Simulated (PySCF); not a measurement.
Cartesian coordinates in Å; atom numbers follow the order of the lines, from 1:
```xyz
10

F    -1.3664   -0.9535    0.7496
C    -1.2197   -0.1237   -0.3291
C    -0.0232    0.7678   -0.1583
S    -0.0297    2.3282   -0.5908
C     1.1811    0.1018    0.4431
F     1.3345   -1.1655   -0.0513
H    -2.1274    0.4839   -0.4633
H    -1.0622   -0.7403   -1.2340
H     1.0301    0.0410    1.5374
H     2.0834    0.6981    0.2392
```

How the numbers were obtained: PBE0-D3(BJ)/def2-SVP structure, CAM-B3LYP/pcSseg-2 with gauge-including orbitals, in PySCF (non-relativistic Hamiltonian, no solvent model, single conformer, fast rotation and ring inversion assumed for equivalent nuclei).

Shifts are taken against calculated references (same method and geometry level): 13C, 1H against TMS; CFCl3 for 19F; 33S vs CS2.

```
       atoms  nucleus  count  δ (ppm)
       F1/F6      19F      2   -220.4
          C3      13C      1        ?
H7/H8/H9/H10       1H      4     5.42
       C2/C5      13C      2     97.5
          S4      33S      1        ?
```

Q: Estimate the values marked ?.

A: 
- C3: 288.8 ppm, thiocarbonyl carbon; low-lying n→π* states of the double bond to the heteroatom give a large paramagnetic term (-355 ppm)
- S4: 1071 ppm, thione sulfur

Shifts are as computed, not scaled to solution data. Of 1211 compounds with measured shifts, 218 miss one by over three times the rms of a fit or turn the order of signals round; such compounds aren't used in these exercises. Unscaled 19F shifts against computed CFCl3 carry errors that often reach 10 to 50 ppm.
